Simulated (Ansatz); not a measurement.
**C2H2S (ethynethiol): HF/3-21G**

What is the vertical electron affinity of C2H2S (ethynethiol) at HF/3-21G? 

The calculation is run with Ansatz 0.2.0.

48 further runs of the same task are left out: 48 set aside as unsound or not needed.

## (1) Starting point

The species is C2H2S (5 atoms), meant as a singlet with charge 0. As SMILES, `C#CS`. Geometry: relaxed at PBE0-D4/def2-TZVP.

Bond lengths: C1–C2 1.204 Å, C2–S3 1.679 Å, C1–H4 1.064 Å, S3–H5 1.346 Å. Angles: C1–C2–S3 175.2°, C2–C1–H4 179.3°, C2–S3–H5 96.7°.

## (2) A single-point energy at HF/3-21G

The input, input.yaml:

```yaml
crystal:
  periodic: [false, false, false]
  atoms:
    - {symbol: C, position_ang: [-1.196800, -0.342000, 0.001900]}
    - {symbol: C, position_ang: [0.000700, -0.223700, 0.026100]}
    - {symbol: S, position_ang: [1.678900, -0.197600, 0.083400]}
    - {symbol: H, position_ang: [-2.256800, -0.433400, -0.021800]}
    - {symbol: H, position_ang: [1.823900, 1.123100, -0.131000]}
basis:
  gaussian:
    orbitals: 3-21G.json
magnetization:
  spin_polarized: false
hamiltonian:
  xc: hf
accuracy: high
output: {orbitals: {seedname: orbitals}}
```

The basis set 3-21G is read from a file made from the Basis Set Exchange's data (not shown).

Run with:

```bash
$ ansatz run input.yaml --threads 1 --pin off --max-ram 3480MiB --events-out events.jsonl --progress --plain --runs-dir runs
```

What it wrote:

```text
Warning: RAYON_NUM_THREADS=1 ignored (pool sized by the plan → 1); use --threads N
Functional definition: HF
  name "HF"
  exchange = exact_x
  correlation = 0
742 factors; integrals over basis functions are off by at most 6.4e-9 eV
mean field evaluation 1: about -12840.9010 eV, gradient 1.9e1 eV
mean field evaluation 2: about -12840.9109 eV, gradient 1.9e1 eV
mean field evaluation 4: about -12842.2094 eV, gradient 3.5e0 eV
mean field evaluation 8: about -12842.2476 eV, gradient 3.3e-4 eV
mean field -12842.24759438 eV, -471.9438943053 hartree, gradient 2.1e-8 eV, S^2 0.000000; 0 other end points of the search recorded, 0 dependent functions left out
reference -12842.24759438 eV, -471.9438943053 hartree; 15, 15 occupied and 20, 20 virtual orbitals, 742 factors
Total energy: -12842.24759438 eV, -471.9438943053 hartree
```

Wall time 0.26 s (1 thread of Arm Neoverse V1, shared host).

## (3) The doublet anion at the same level

The input, in.yaml:

```yaml
crystal:
  periodic: [false, false, false]
  atoms:
    - symbol: C
      position_ang: [-1.196800, -0.342000, 0.001900]
    - symbol: C
      position_ang: [0.000700, -0.223700, 0.026100]
    - symbol: S
      position_ang: [1.678900, -0.197600, 0.083400]
    - symbol: H
      position_ang: [-2.256800, -0.433400, -0.021800]
    - symbol: H
      position_ang: [1.823900, 1.123100, -0.131000]
basis:
  gaussian:
    orbitals: 3-21G.json
total_charge: -1
magnetization:
  spin_polarized: true
  initial_magnetization: 1
hamiltonian:
  xc: hf
accuracy: high
output:
  orbitals: {seedname: orbitals}
```

The basis set 3-21G is read from a file made from the Basis Set Exchange's data (not shown).

Run with:

```bash
$ ansatz run in.yaml --threads 1 --pin off --max-ram 3480MiB --events-out events.jsonl --progress --plain --runs-dir runs
```

What it wrote:

```text
Warning: RAYON_NUM_THREADS=1 ignored (pool sized by the plan → 1); use --threads N
[... 4 set-up lines as earlier in the session ...]
743 factors; integrals over basis functions are off by at most 6.4e-9 eV
mean field evaluation 1: about -12836.5910 eV, gradient 1.4e1 eV
mean field evaluation 2: about -12836.9909 eV, gradient 1.4e1 eV
mean field evaluation 4: about -12838.4703 eV, gradient 2.5e0 eV
mean field evaluation 8: about -12838.5787 eV, gradient 4.2e-1 eV
mean field evaluation 16: about -12838.6041 eV, gradient 3.9e-6 eV
mean field evaluation 32: about -12838.3823 eV, gradient 1.3e0 eV
mean field evaluation 64: about -12836.0244 eV, gradient 8.7e0 eV
mean field evaluation 96: about -12838.5929 eV, gradient 3.6e-1 eV
mean field evaluation 128: about -12838.5400 eV, gradient 1.2e0 eV
mean field -12838.60405109 eV, -471.8099965592 hartree, gradient 2.8e-8 eV, S^2 0.809358; 0 other end points of the search recorded, 0 dependent functions left out
reference -12838.60405109 eV, -471.8099965592 hartree; 16, 15 occupied and 19, 20 virtual orbitals, 743 factors
Total energy: -12838.60405109 eV, -471.8099965592 hartree
```

It took 0.7 s on 1 thread of Arm Neoverse V1, shared host; peak memory 0.091 GiB.

## (4) What came out

At HF/3-21G:

| quantity | value |
| --- | --- |
| singlet C2H2S: total energy | -471.94389 Eh |
| singlet C2H2S: HOMO energy | -9.60 eV |
| singlet C2H2S: LUMO energy | 4.21 eV |
| singlet C2H2S: HOMO–LUMO gap | 13.82 eV |
| doublet anion: total energy | -471.81000 Eh |
| doublet anion: HOMO energy (highest over α and β) | 3.05 eV |
| doublet anion: LUMO energy (lowest over α and β) | 11.76 eV |
| doublet anion: ⟨S²⟩ | 0.809 |
| vertical electron affinity (to the doublet anion) | -3.644 eV |

In words: The anion lies 3.64 eV (84 kcal/mol) above the neutral: the electron isn't bound at this level, and such a value depends on the basis. Without diffuse functions anions come out too high. Hartree–Fock misses the correlation that binds many anions. The HOMO (doublet anion) lies at positive energy, 3.05 eV: the electron is unbound at this level or held by a compact basis; values depend on the basis.
